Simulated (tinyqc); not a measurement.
Worked calculation: geometry optimisation on the LDA (VWN5)/sto-3g surface (energies and gradients from PySCF), for LiH, spin multiplicity 1. One step of it, computed by the program tinyqc.

Problem. Step 2: move. Quasi-Newton step p = -H^(-1) g (the inverse Hessian comes from BFGS updates; coordinates in the order x, y, z of each atom); steps longer than 0.3 bohr are cut back.

positions after step 1 (bohr):
```
            x         y         z
1Li  0.000000  0.000000  0.032575
2H   0.000000  0.000000  2.979630
```

gradient (hartree/bohr):
```
              x           y            z
1Li  0.00000000  0.00000000  -0.00413128
2H   0.00000000  0.00000000   0.00413835
```

inverse Hessian in use (bohr^2/hartree):
```
          1         2          3         4         5          6
1  3.333333  0.000000   0.000000  0.000000  0.000000   0.000000
2  0.000000  3.333333   0.000000  0.000000  0.000000   0.000000
3  0.000000  0.000000   4.552994  0.000000  0.000000  -1.221750
4  0.000000  0.000000   0.000000  3.333333  0.000000   0.000000
5  0.000000  0.000000   0.000000  0.000000  3.333333   0.000000
6  0.000000  0.000000  -1.221750  0.000000  0.000000   4.557175
```

Give: positions after step 2.

Solution.

positions after step 2 (bohr):
```
          x       y       z
1Li  0.0000  0.0000  0.0564
2H   0.0000  0.0000  2.9557
```
